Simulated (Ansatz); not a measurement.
# CHAl (singlet): wave-function methods side by side at angle Al1–C2–H3 = 119.4°, 6-31G

Aim: climb from Hartree-Fock through coupled cluster and multireference methods for CHAl (singlet) at one geometry and basis, and see what each rung misses.

The runs use Ansatz 0.2.0, Gaussian basis; 6-31G, core rule «outside noble gas», up to 6 orbitals frozen.

Plan: UHF; CCSD(T) on RHF; CCSD(T) on UHF; BCCD(T) on RHF; CISD; CCSDT(Q) on RHF; CCSDT(Q) on UHF; CCSDTQ on RHF; CCSDTQ on UHF; CASSCF and MRCISD+Q, 2 electrons in 2 orbitals; CASSCF and NEVPT2, 2 electrons in 2 orbitals; CASSCF and MRCISD+Q, 8 electrons in 9 orbitals; CASSCF and NEVPT4(SD), 8 electrons in 9 orbitals; CASSCF and NEVPT2, 8 electrons in 9 orbitals; Full CI.

13 further runs of the same task are left out: 10 that didn't finish, 3 set aside as unsound or not needed.

### 1 The system

The geometry derives from a PBE0/def2-TZVP stationary point (not a proven minimum). One angle is set to the value named; bond lengths are kept.

3 atoms, charge 0, spin multiplicity 1.

Atoms are counted from 1 here; the program's logs count them from 0.

Bond lengths: Al1–C2 1.850 Å, C2–H3 1.096 Å. Angles: Al1–C2–H3 119.4°.

### 2 UHF

in.yaml reads:

```yaml
crystal:
  periodic: [false, false, false]
  atoms:
    - {symbol: Al, position_ang: [0.000000, 0.109882, 0.606418]}
    - {symbol: C, position_ang: [0.000000, -0.290874, -1.200151]}
    - {symbol: H, position_ang: [0.000000, 0.524660, -1.932082]}
basis:
  gaussian: {orbitals: 6-31G}
magnetization: {spin_polarized: true, initial_magnetization: 0}
hamiltonian: {xc: hf}
output: {orbitals: {seedname: orbitals}}
```

Run with:

```sh
$ ansatz run in.yaml --threads 1 --pin off --events-out ev --progress --plain --max-ram 2393MiB
```

After this run come: CCSD(T) on RHF; CCSD(T) on UHF; BCCD(T) on RHF; CISD; CCSDT(Q) on RHF; CCSDT(Q) on UHF; CCSDTQ on RHF; CCSDTQ on UHF; CASSCF and MRCISD+Q, 2 electrons in 2 orbitals; CASSCF and NEVPT2, 2 electrons in 2 orbitals; CASSCF and MRCISD+Q, 8 electrons in 9 orbitals; CASSCF and NEVPT4(SD), 8 electrons in 9 orbitals; CASSCF and NEVPT2, 8 electrons in 9 orbitals; Full CI.

**Question.** What will the summary of the whole plan be? Wanted: FCI below the RHF energy; RMP2 from FCI; RCCSD from FCI; RCCSD(T) from FCI; RCCSDT(Q) from FCI; NEVPT2 valence from FCI; NEVPT4(SD) valence from FCI; MRCISD+Q valence from FCI; T1 diagnostic.

The runs gave:

| quantity | value |
| --- | --- |
| FCI below the RHF energy | -4.4422 eV |
| RMP2 from FCI | +36.94 kcal/mol |
| RCCSD from FCI | +8.55 kcal/mol |
| RCCSD(T) from FCI | +1.13 kcal/mol |
| RCCSDT(Q) from FCI | -0.67 kcal/mol |
| NEVPT2 valence from FCI | +6.17 kcal/mol |
| NEVPT4(SD) valence from FCI | +1.33 kcal/mol |
| MRCISD+Q valence from FCI | +0.73 kcal/mol |
| levels within 1 kcal/mol (43 meV) | RCCSDT, RCCSDT(Q), RCCSDTQ, MRCISD+Q valence |
| T1 diagnostic | 0.118 |
| effectively unpaired electrons | 0.78 |

**Reading.** RCCSD(T) lands +1.13 kcal/mol from the yardstick (1.1 % of the correlation energy). RCCSDT(Q) falls below full CI, which methods that aren't variational can do. The occupations show some static correlation. Of the multireference levels listed MRCISD+Q valence comes nearest in total energy (+0.73 kcal/mol), which doesn't show that its space is the better one. Coupled cluster took another determinant than the lowest Hartree-Fock one. These misses are within one basis, not against nature.
